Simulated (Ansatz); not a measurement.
# SiH2O (triplet): the correlation ladder at distance O1–H3 along a hydrogen transfer = 1.244 Å, cc-pVTZ

How much of the correlation energy of SiH2O (triplet) does each wave-function method recover here?

The runs use Ansatz 0.2.0, Gaussian basis; cc-pVTZ, core rule «outside noble gas», up to 6 orbitals frozen.

To be run: UHF; CCSD(T) on ROHF; CCSD(T) on UHF; BCCD(T) on ROHF; CISD; CCSDT(Q) on ROHF; CCSDT(Q) on UHF; CASSCF and NEVPT2, 4 electrons in 4 orbitals.

4 further runs of the same task are left out: 4 for a known fault of the program.

### 1 The system

The geometry derives from fragments relaxed apart (PBE0/def2-TZVP) and kept rigid, so it is no stationary point. A hydrogen atom is moved between rigid fragments.

4 atoms, charge 0, spin multiplicity 3.

Atoms are counted from 1 here; the program's logs count them from 0.

Bond lengths: O1–H2 0.960 Å, O1–H3 1.244 Å. Angles: H2–O1–H3 105.1°.

Coordinates:

```
O    -1.01467   -0.23164    0.00000
H    -1.26398    0.69493    0.00000
H     0.22933   -0.23164    0.00000
Si    2.04933   -0.23164    0.00000
```

### 2 UHF

in.yaml reads:

```yaml
crystal:
  periodic: [false, false, false]
  atoms:
    - {symbol: O, position_ang: [-1.014673, -0.231644, 0.000000]}
    - {symbol: H, position_ang: [-1.263982, 0.694932, 0.000000]}
    - {symbol: H, position_ang: [0.229327, -0.231644, 0.000000]}
    - {symbol: Si, position_ang: [2.049327, -0.231644, 0.000000]}
basis:
  gaussian: {orbitals: cc-pVTZ}
magnetization: {spin_polarized: true, initial_magnetization: 2}
hamiltonian: {xc: hf}
output: {orbitals: {seedname: orbitals}}
```

Run with:

```sh
ansatz run in.yaml --threads 1 --pin off --events-out ev --progress --plain --max-ram 4096MiB --backend cpu
```

The runs that follow: CCSD(T) on ROHF; CCSD(T) on UHF; BCCD(T) on ROHF; CISD; CCSDT(Q) on ROHF; CCSDT(Q) on UHF; CASSCF and NEVPT2, 4 electrons in 4 orbitals.

Q: Predict the results of all the runs planned. Wanted: UCCSDT(Q) below the RHF energy; RMP2 from UCCSDT(Q); UMP2 from UCCSDT(Q); RCCSD from UCCSDT(Q); RCCSD(T) from UCCSDT(Q); UCCSD(T) from UCCSDT(Q); RCCSDT(Q) from UCCSDT(Q); NEVPT2 pair from UCCSDT(Q); T1 diagnostic.

**Answer**, as computed:

| quantity | value |
| --- | --- |
| UCCSDT(Q) below the RHF energy | -10.4024 eV |
| RMP2 from UCCSDT(Q) | +948.6 meV |
| UMP2 from UCCSDT(Q) | +1083.6 meV |
| RCCSD from UCCSDT(Q) | +431.6 meV |
| RCCSD(T) from UCCSDT(Q) | +49.3 meV |
| UCCSD(T) from UCCSDT(Q) | +53.0 meV |
| RCCSDT(Q) from UCCSDT(Q) | +3.2 meV |
| NEVPT2 pair from UCCSDT(Q) | +1028.5 meV |
| levels within 1 kcal/mol (43 meV) | RCCSDT, UCCSDT, RCCSDT(Q) |
| T1 diagnostic | 0.024 |

What this shows: RCCSD(T) misses by +49.3 meV, 0.5 % of the correlation energy. These misses are within one basis, not against nature; the frozen cores of restricted and unrestricted runs differ, which can shift their rows.
